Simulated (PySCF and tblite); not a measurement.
Values are calculated unless marked as measured or tabulated.
C₃H₄F₂, numbered as in [F:1]/[CH:2]=[CH:3]/[CH2:4][F:5].

Geometries GFN2-xTB; weights from PBE0-D3(BJ)/def2-TZVP (IEF-PCM, cyclohexane) energies and GFN2-xTB thermal corrections, with symmetry numbers and mirror pairs. Conformers within 3 kcal/mol (GFN2-xTB free energy) were kept, 6 at most. Run with PySCF (density fitting) and tblite.

Rotational constants are equilibrium values for the commonest isotopes; dipoles come from the energy level named and are polarised by its solvent model.

Torsions listed: C2–C3–C4–F5. Of a mirror pair one member is shown.

```json
{"conformer": "1", "shape": "123°", "symmetry": "C1 (pair)", "weight %": "84.7"}
{"conformer": "2", "shape": "0°", "symmetry": "Cs", "weight %": "15.3"}
```

Sets of constants, in random order:

```json
{"set": "P", "A (MHz)": "16563", "B (MHz)": "2539", "C (MHz)": "2233", "abs μa (D)": "1.02", "abs μb (D)": "1.54", "abs μc (D)": "0.00"}
{"set": "Q", "A (MHz)": "23524", "B (MHz)": "2072", "C (MHz)": "2019", "abs μa (D)": "0.15", "abs μb (D)": "1.86", "abs μc (D)": "0.29"}
```

Q: Match each set to its conformer.

A: P is conformer 2, Q is conformer 1.

The minima are those of GFN2-xTB; planar forms about aryl–S or allylic bonds may be saddles in DFT.
